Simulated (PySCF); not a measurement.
# SiS at RHF

Level: RHF. basis Si x2c-SVPall, S x2c-SVPall; spin-free X2C with a Gaussian nucleus; PySCF 2.14.

```
state                                           : ¹Σ⁺ (singlet), closed shell
bond length                                     : 3.618 bohr
harmonic wavenumber                             : 829 cm⁻¹
force constant                                  : 6.04 mdyn/Å
rotational constant Be                          : 0.3082 cm⁻¹
anharmonicity ωexe                              : 2.13 cm⁻¹
vibration–rotation constant αe                  : 0.00120 cm⁻¹
well depth De to Si + S                         : 3.75 eV
dissociation energy D0                          : 3.70 eV
HOMO–LUMO gap                                   : 11.51 eV
bond order (Mayer)                              : 2.32
dipole moment (positive dipole means Si(−)S(+)) : -2.01 D
```

Where the molecule has an RHF reference, its open-shell atoms are computed with UHF. Hartree–Fock leaves out correlation, which carries a large part of most bond energies and some tenths to 1 eV of ionisation energies.
